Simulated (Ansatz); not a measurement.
# C2H4O3: one species, many methods

An exercise on one series of results from a longer session: the logs are not shown, and one member is left open.

The runs use Ansatz 0.2.0, Gaussian basis; functionals in def2-TZVPP, the program's frozen cores in correlated methods.

The runs, in order: LDA (SPW92), PBE-D4, revPBE-D4, BLYP-D4, r2SCAN-D4, B97M-V, PBE0-D4, B3LYP-D4, r2SCANh-D4, r2SCAN0-D4, HSE06-D4, BHLYP-D4, CAM-B3LYP-D4, LC-ωPBE, ωB97X-V, ωB97M-V, B2PLYP, PBE-QIDH; CCSD(T)/def2-SVP; CCSD(T)/def2-TZVPP; MP2/def2-QZVPP; extrapolation to the limit; RPA on PBE.

### The geometry

The geometry comes from an earlier relaxation with PBE0-D4 in a triple-zeta def2 set; it is a stationary point, not always the lowest conformer.

SMILES `O=COCO`, 9 atoms, charge 0, spin multiplicity 1.

Atoms are counted from 1 here; the program's logs count them from 0.

Bond lengths: O1–C2 1.201 Å, C2–O3 1.326 Å, C2–H6 1.099 Å, O3–C4 1.445 Å, C4–O5 1.371 Å, C4–H7 1.087 Å, C4–H8 1.094 Å, O5–H9 0.965 Å. Angles: O1–C2–O3 125.5°, O1–C2–H6 124.3°, O3–C2–H6 110.2°, C2–O3–C4 114.4°, O3–C4–O5 112.6°, O3–C4–H7 104.4°, O3–C4–H8 107.1°, O5–C4–H7 108.5°, O5–C4–H8 112.8°, H7–C4–H8 111.2°, C4–O5–H9 107.2°.

Geometry (Å):

```mol
C2H4O3
  3D, bonds by distance, orders not assigned

  9  8  0  0  0  0  0  0  0  0999 V2000
    0.6880    0.6465    1.4354 O   0  0
    1.1738    0.6877    0.3376 C   0  0
    0.6820    0.0992   -0.7439 O   0  0
   -0.5191   -0.6693   -0.5105 C   0  0
   -1.5854    0.1143   -0.1521 O   0  0
    2.0976    1.2282    0.0884 H   0  0
   -0.7365   -1.1290   -1.4717 H   0  0
   -0.2760   -1.4252    0.2427 H   0  0
   -1.4357    0.4012    0.7569 H   0  0
  1  2  8  0
  2  3  8  0
  3  4  8  0
  4  5  8  0
  2  6  8  0
  4  7  8  0
  4  8  8  0
  5  9  8  0
M  END
```

The first run:

Input file in.yaml:

```yaml
crystal:
  periodic: [false, false, false]
  atoms:
    - {symbol: O, position_ang: [0.688045, 0.646453, 1.435400]}
    - {symbol: C, position_ang: [1.173758, 0.687683, 0.337570]}
    - {symbol: O, position_ang: [0.681964, 0.099241, -0.743904]}
    - {symbol: C, position_ang: [-0.519131, -0.669333, -0.510506]}
    - {symbol: O, position_ang: [-1.585380, 0.114318, -0.152084]}
    - {symbol: H, position_ang: [2.097585, 1.228247, 0.088409]}
    - {symbol: H, position_ang: [-0.736542, -1.128972, -1.471716]}
    - {symbol: H, position_ang: [-0.275952, -1.425180, 0.242737]}
    - {symbol: H, position_ang: [-1.435747, 0.401243, 0.756894]}
basis:
  gaussian: {orbitals: def2-TZVPP}
hamiltonian: {xc: lda}
output: {orbitals: {seedname: orbitals}}
```

Command:

```bash
$ ansatz run in.yaml --threads 2 --pin off --events-out ev --progress --plain --max-ram 4352MiB
```

Among the steps run: LDA; PBE-D4 (GGA); revPBE-D4 (GGA); BLYP-D4 (GGA); r2SCAN-D4 (meta-GGA); B97M-V (meta-GGA); B3LYP-D4 (hybrid); r2SCANh-D4 (hybrid); r2SCAN0-D4 (hybrid); HSE06-D4 (hybrid); BHLYP-D4 (hybrid); CAM-B3LYP-D4 (range-separated); LC-ωPBE (range-separated); ωB97X-V (range-separated); ωB97M-V (range-separated); B2PLYP (double hybrid); PBE-QIDH (double hybrid).

One of the session's tables, all rows but one given; the rest of the session is left out.

It belongs to the step «Frontier levels by functional». 

```
  functional  HOMO (eV)  gap (eV)
 LDA (SPW92)      -7.07      5.28
      PBE-D4      -6.86      5.38
   revPBE-D4      -6.78      5.41
     BLYP-D4      -6.79      5.39
   r2SCAN-D4      -7.21      6.00
      B97M-V      -7.34      6.23
     PBE0-D4      -8.55      8.22
    B3LYP-D4      -8.30      7.66
  r2SCANh-D4          ?         ?
  r2SCAN0-D4      -8.80      8.64
    HSE06-D4      -8.14      7.42
    BHLYP-D4     -10.21     11.08
CAM-B3LYP-D4     -10.05     10.89
     LC-ωPBE     -11.36     13.53
     ωB97X-V     -11.03     13.12
     ωB97M-V     -10.97     12.93
```

**Question.** Estimate the row for r2SCANh-D4.

Worked estimate for «HOMO (eV)». Against the share of exact exchange, r2SCAN-D4 (0, -7.21), r2SCAN0-D4 (0.25, -8.80) give a slope of -6.36 per unit share; at 0.1 the line stands at -7.85.

**Answer.** HOMO (eV): -7.84; gap (eV): 7.05. In «HOMO (eV)» the line misses by -0.01.
